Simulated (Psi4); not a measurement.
Psi4 input (wB97X-D/6-311+G**):

```
memory 1500 MB

molecule {
1 1
C    -0.03415619    1.19399997   -0.12080902
S    -0.02347166   -0.61225806    0.14914978
H     1.25486952   -0.89535581   -0.19243828
H    -1.07686297    1.49906130   -0.05446919
H     0.53441517    1.62178100    0.70286010
H     0.40044527    1.43812083   -1.08501611
H    -0.53238339   -1.03147827   -1.03247883
symmetry c1
no_reorient
no_com
}

set {
  basis 6-311+G**
  reference rks
  scf_type pk
  dft_radial_points 99
  dft_spherical_points 590
  e_convergence 1e-8
  d_convergence 1e-7
  maxiter 150
}

e = energy('wb97x-d')
print_out(f'\nFINAL {e:.10f} DIPOLE {variable("CURRENT DIPOLE")[0]:.6f} {variable("CURRENT DIPOLE")[1]:.6f} {variable("CURRENT DIPOLE")[2]:.6f}\n')
```

From the last part of the output:

```
    One-Electron Energy =                -724.6759696436981812
    Two-Electron Energy =                 244.5523439446401426
    DFT Exchange-Correlation Energy =     -23.4455966478273687
    Empirical Dispersion Energy =          -0.0013447892300616
    VV10 Nonlocal Energy =                  0.0000000000000000
    Total Energy =                       -439.0111236319111754

Computation Completed

Properties will be evaluated at   0.000000,   0.000000,   0.000000 [a0]

Properties computed using the SCF density matrix

 Multipole Moments:

 ------------------------------------------------------------------------------------
     Multipole            Electronic (a.u.)      Nuclear  (a.u.)        Total (a.u.)
 ------------------------------------------------------------------------------------

 L = 1.  Multiply by 2.5417464519 to convert [e a0] to [Debye]
 Dipole X            :          0.2499054           -0.0000002            0.2499052
 Dipole Y            :         -0.1436414           -0.0000002           -0.1436416
 Dipole Z            :         -0.5084172            0.0000001           -0.5084171
 Magnitude           :                                                    0.5844429

 ------------------------------------------------------------------------------------

FINAL -439.0111236319 DIPOLE 0.249905 -0.143642 -0.508417

*** Psi4 exiting successfully. Buy a developer a beer!
```

The dipole moment of an ion depends on the origin.
